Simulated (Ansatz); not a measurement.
# CH₂B+ (quintet): the correlation ladder, def2-QZVPP

One table from this session's results is given with a row withheld; the runs are named, their logs left out.

Program: Ansatz 0.2.0, Gaussian basis. Level of theory: def2-QZVPP, core rule «outside noble gas», up to 2 orbitals frozen. These are calculated values, not measurements.

Plan: UHF; ROHF; CCSD(T) on UHF.

## What is computed

The geometry is a PBE0/def2-TZVP stationary point (not a proven minimum) of the parent state, kept for this charge and spin.

4 atoms, charge 1, spin multiplicity 5.

Atoms are counted from 1 here; the program's logs count them from 0.

Bond lengths: B1–C2 1.505 Å, C2–H3 1.092 Å, C2–H4 1.092 Å. Angles: B1–C2–H3 123.3°, B1–C2–H4 123.3°, H3–C2–H4 113.4°.

Set-up of the first run:

The input, in.yaml:

```yaml
crystal:
  periodic: [false, false, false]
  atoms:
    - {symbol: B, position_ang: [0.000000, 0.000000, 0.898833]}
    - {symbol: C, position_ang: [0.000000, 0.000000, -0.606573]}
    - {symbol: H, position_ang: [0.000000, -0.912704, -1.206376]}
    - {symbol: H, position_ang: [0.000000, 0.912704, -1.206376]}
basis:
  gaussian: {orbitals: "def2-QZVPP.json"}
total_charge: 1
magnetization: {spin_polarized: true, initial_magnetization: 4}
hamiltonian: {xc: hf}
output: {orbitals: {seedname: orbitals}}
```

The run is started by

```sh
> ansatz run in.yaml --threads 1 --pin off --events-out ev --progress --plain --max-ram 2393MiB
```

Among the steps run: UHF; ROHF; CCSD(T) on UHF.

One of the session's tables, all rows but one given; the rest of the session is left out.

It belongs to the step «Misses and costs». 

```
  method  from UCCSD(T) (meV)
    ROHF                    ?
     UHF              +4848.4
    UMP2               +790.2
   UCCSD               +153.2
UCCSD(T)                    0
```

Estimate the missing values for ROHF.

**Answer.** from UCCSD(T) (meV): +4951.8. In the column «from UCCSD(T) (meV)» it is the highest.
